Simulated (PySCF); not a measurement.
These are PySCF with PBE-D3(BJ)/def2-TZVP // B3LYP-D3(BJ)/def2-TZVP values and carry that method's errors. Gas-phase values, no solvent. 

Reference species (SMILES): `C(#N)C=C` (neutral, multiplicity 1).

```yaml
LUMO: -2.69 eV
HOMO: -7.34 eV
dipole_moment: 3.88 D
```

Changed species: `C=C=C=N`.

Q: Predict the effect on the LUMO, HOMO and dipole moment.

A: the LUMO falls by 0.36 eV, to -3.05 eV; the HOMO goes up by 1.83 eV, to -5.51 eV; the dipole moment falls by 2.06 D, to 1.82 D.
